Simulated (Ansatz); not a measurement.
**Multireference treatment of C3H5, doublet**

Calculated in Ansatz's Gaussian-basis code. Basis cc-pVDZ, nonrelativistic, no frozen core. State-specific CASSCF; RHF is the lowest restricted (open-shell) Hartree–Fock solution met. No symmetry is imposed, so a solution can break that of the shape. Lower solutions, or ones in other orbitals, may exist.

Geometry:

| atom | x (Å) | y (Å) | z (Å) |
| --- | --- | --- | --- |
| C | 0.0000 | -0.2315 | 1.2240 |
| C | 0.0003 | 0.4426 | 0.0128 |
| C | 0.0005 | -0.1610 | -1.2350 |
| H | 0.0000 | -1.3177 | 1.2625 |
| H | 0.0004 | 1.5327 | 0.0441 |
| H | -0.9298 | -0.4055 | -1.7409 |
| H | -0.0001 | 0.2987 | 2.1706 |
| H | 0.9242 | -0.4089 | -1.7473 |

(1) What do CASSCF and its corrections give against RHF in CAS(3,3), and what are the occupations?

Results:

(1) CASSCF -0.819 eV, SC-NEVPT2 -10.945 eV; occupations 1.90, 1.00, 0.10.
